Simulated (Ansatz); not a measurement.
System: rock-salt TiC. Method: BLYP in Ansatz (PAW).

Run with plane-wave cutoff 520 eV, 16×16×16 k mesh, Fermi–Dirac smearing 0.1 eV, perturbation theory, no spin polarisation, scalar-relativistic PAW data made under PBE.

Cell (relaxed at this level):

```xyz
2
Lattice="0.0000 2.1899 2.1899 2.1899 0.0000 2.1899 2.1899 2.1899 0.0000" Properties=species:S:1:pos:R:3 pbc="T T T"
Ti     0.0000     0.0000     0.0000
C      2.1899     2.1899     2.1899
```

Problem. Estimate the TO(Γ) frequency that the calculation returns.

Solution. 
- TO(Γ) frequency: 465 cm⁻¹

Cost on a shared machine: roughly 8 core-minutes.

Ansatz is a first-principles code.
